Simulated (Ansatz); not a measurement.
# B–GeH–Cl⁺, quintet in cc-pVDZ: errors against RCCSDT(Q)

Geometry: that of the B–GeH–Cl, quartet, kept fixed. The triplet lies 3.4 eV lower here.

```yaml
atoms:
  - { symbol: B, position_ang: [0.0000, -1.1056, 1.8572] }
  - { symbol: Ge, position_ang: [0.0000, 0.2375, 0.5003] }
  - { symbol: Cl, position_ang: [0.0000, -0.1999, -1.6072] }
  - { symbol: H, position_ang: [0.0000, 1.7699, 0.5591] }
```

Basis cc-pVDZ; Ansatz 0.2.0. Only valence electrons are correlated (noble-gas cores and the filled d shells of p-block atoms frozen), which leaves 14 electrons in 44 orbitals. Prefix R: restricted or restricted open-shell reference; prefix U: unrestricted. No spin–orbit coupling is included, and no scalar relativity.

Full CI isn't at hand for all of this; RCCSDT(Q) serves as the reference, and is uncertain by about the last step of the cluster series. The frozen core follows each run's orbitals, which can shift R against U totals by a few meV for light atoms and by up to 0.1 eV past Ca.

The UHF ⟨S²⟩ is 6.015. The T1 diagnostic (RCCSD) is 0.0378 and the largest doubles amplitude (RCCSD) is 0.046.

```
   level  E − E(RHF) (eV)
    RMP2          -6.0620
   RCCSD          -7.2048
RCCSD(T)          -7.4357
```

(1) Estimate how far RCCSDT(Q) in cc-pVDZ lies from RCCSD(T). The table doesn't fix it; the size of (T) and the diagnostics are the guide.

(1) RCCSDT(Q) in cc-pVDZ lies 77 meV below RCCSD(T), which is 33 % of the (T) step (-231 meV). T1 is raised, and the rest is a large part of (T). The miss exceeds 1 kcal/mol.

The other levels:

```tsv
level	E − E(RCCSDT(Q)) (meV)	share of correlation (%)	wall time
BCCD(T)	73	99.03	89 s
RCCSDT	19	99.75	–
```

The correlation energy at RCCSDT(Q), counted from RHF, is -7.513 eV. That run took 4.5 min on 1 thread of Intel Xeon, shared host.

Run but not shown, since their state or frozen core can't be matched to the reference's or they repeat it: UHF, UMP2, UCCSD, UCCSD(T), UCCSDT, UCCSDT(Q).

Times hold each run's SCF and search for its determinant on a shared host, so for small cases they say little of a method's own cost; they ran on 1 thread of Intel Xeon.
